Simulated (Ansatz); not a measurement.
# CH3FSi: single points off equilibrium

One table from this session's results is given with a row withheld; the runs are named, their logs left out.

Program: Ansatz 0.2.0, Gaussian basis. Level of theory: single points in def2-TZVPP. These are calculated values, not measurements.

Correlated methods freeze the cores.

### Starting geometry

SMILES `C[Si]F`, 6 atoms, charge 0, spin multiplicity 1.

Atoms are counted from 1 here; the program's logs count them from 0.

Bond lengths: C1–Si2 1.870 Å, C1–H4 1.002 Å, C1–H5 1.228 Å, C1–H6 0.882 Å, Si2–F3 1.814 Å. Angles: Si2–C1–H4 114.5°, Si2–C1–H5 97.8°, Si2–C1–H6 102.6°, H4–C1–H5 114.7°, H4–C1–H6 120.1°, H5–C1–H6 104.1°, C1–Si2–F3 109.9°.

As a file:

```xyz
6
charge 0, multiplicity 1
C    -0.4556    0.4151   -0.2606
Si    0.4163   -0.4686    1.1379
F     1.4659   -1.7903    0.4737
H    -1.1574    1.0671    0.0329
H     0.5348    0.9247   -0.7788
H    -0.6660   -0.2459   -0.8047
```

Set-up of the first run:

Input file run/in.yaml:

```yaml
crystal:
  periodic: [false, false, false]
  atoms:
    - {symbol: C, position_ang: [-0.455600, 0.415100, -0.260600]}
    - {symbol: Si, position_ang: [0.416300, -0.468600, 1.137900]}
    - {symbol: F, position_ang: [1.465900, -1.790300, 0.473700]}
    - {symbol: H, position_ang: [-1.157400, 1.067100, 0.032900]}
    - {symbol: H, position_ang: [0.534800, 0.924700, -0.778800]}
    - {symbol: H, position_ang: [-0.666000, -0.245900, -0.804700]}
basis:
  gaussian: {orbitals: def2-TZVPP}
correlation: {method: ccsd_t}
output: {forces: true}
```

The command line of these runs was not kept.

Among the steps run: CCSD(T)/def2-TZVPP; PBE0-D4/def2-TZVPP; wB97M-V/def2-TZVPP; r2SCAN-D4/def2-TZVPP; PBE-D4/def2-TZVPP; B97M-V/def2-TZVPP; wB97X-V/def2-TZVPP.

One table of the session follows, with a row left open; its other results are not shown here.

| method | RMS force component (eV/Å) | angle to CCSD(T) forces (°) | dipole (D) |
| --- | --- | --- | --- |
| CCSD(T) | 4.636 | reference | 2.72 |
| PBE0-D4 | 4.630 | 0.8 | 2.82 |
| wB97M-V | 4.575 | 1.0 | 2.76 |
| r2SCAN-D4 | 4.586 | 0.9 | 2.76 |
| PBE-D4 | 4.599 | 2.9 | 2.66 |
| B97M-V | ? | ? | ? |
| wB97X-V | 4.669 | 1.0 | 2.82 |

**Question.** Estimate the row for B97M-V.

The run gave: RMS force component (eV/Å): 4.554; angle to CCSD(T) forces (°): 1.1; dipole (D): 2.75. In the column «RMS force component (eV/Å)» it is the lowest.
